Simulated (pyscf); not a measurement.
Elementary routes open to S=Mo(=S)(Cl)–Cl + ammonia (NH₃) in the gas phase (singlet surface):
A. H₂N–Mo(=S)(SH)(Cl)–Cl (H–N broken; H–S, Mo–N formed)
B. H₂N–Mo(=S)(=S)–Cl + hydrogen chloride (HCl) (Cl–Mo, H–N broken; Mo–N, Cl–H formed)

Optimised with ωB97X-D3(BJ)/def2-SVP in PySCF.

### Question
Rank the routes by free-energy barrier at 298 K, lowest first, for ωB97M-D3(BJ)/def2-TZVP energies (ideal gas, 1 atm, RRHO with modes under 100 cm⁻¹ raised to 100, one conformer, R ln 2 for chiral ones without a mode under 150 cm⁻¹).

### Answer
B (1.21 eV), A (1.83 eV)

Route B is the fastest of these, ahead of the next by 0.63 eV. The most stable products are those of B (ΔG = +0.32 eV), so kinetics and thermodynamics agree. At 1200 K B is still the fastest. A: On the reactant side the descent ends in an adduct with a Mo–N contact, 0.80 eV under the separated species and 2.13 eV under the saddle at ωB97X-D3(BJ)/def2-TZVP. On the product side the descent ends in a point that may be a rotor saddle (no frequency run), 0.20 eV over the lowest minimum found and 0.87 eV under the saddle at ωB97X-D3(BJ)/def2-TZVP. B: On the reactant side the descent ends in an adduct with a Mo–N contact, 0.80 eV under the separated species and 1.63 eV under the saddle at ωB97X-D3(BJ)/def2-TZVP. On the product side the descent ends in a complex, 0.21 eV under the separated species and 0.54 eV under the saddle at ωB97X-D3(BJ)/def2-TZVP. Only these routes are compared; each barrier is that of the saddle found, and lower ones may exist. Elements past Kr carry the def2 core potentials, without spin-orbit coupling.
